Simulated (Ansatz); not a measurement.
## Strength of the Si–H bond: SiH2(CH3)Cl → SiH(CH3)Cl + H

Species: SiH2(CH3)Cl ((chlorosilyl)methane), singlet; SiH(CH3)Cl, doublet; H atom, doublet. 

Shapes, held fixed at every level: PBE0-D4/def2-TZVP. Programs: Ansatz 0.2.0. The zero-point and thermal change to 298 K, harmonic and unscaled (PBE0-D4/def2-TZVP), is -18.7 kJ/mol.

```
                level                   kind  ΔH(298 K) (kJ/mol)  less CCSD(T)/CBS estimate  CPU time (sum over the molecules)
     SPW92/def2-TZVPP                    LDA              +398.8                       +6.5                              6.1 s
    PBE-D4/def2-TZVPP                    GGA              +360.7                      -31.6                               10 s
   PBE0-D4/def2-TZVPP          global hybrid              +366.9                      -25.4                               13 s
r2SCAN0-D4/def2-TZVPP          global hybrid              +370.5                      -21.8                               21 s
       MP2/def2-TZVPP    perturbation theory              +375.4                      -16.9                                  –
      CCSD/def2-TZVPP  coupled cluster or CI              +385.0                       -7.3                                  –
 CCSD(T)/CBS estimate  coupled cluster or CI              +392.3                        0.0                            3.7 min
```

The highest level, CCSD(T)/CBS estimate, gives ΔH(298 K) = +392.3 kJ/mol; the levels span +360.7 to +398.8. The column of differences is taken from that level and isn't an error. No measured value is set beside it here. Open shells run unrestricted unless RO is named. The CBS estimate extrapolates MP2 from def2-TZVPP and def2-QZVPP and adds CCSD(T) − MP2 in the triple-zeta set, cores frozen. Times are processor times on shared x86 and Arm servers, and rough.
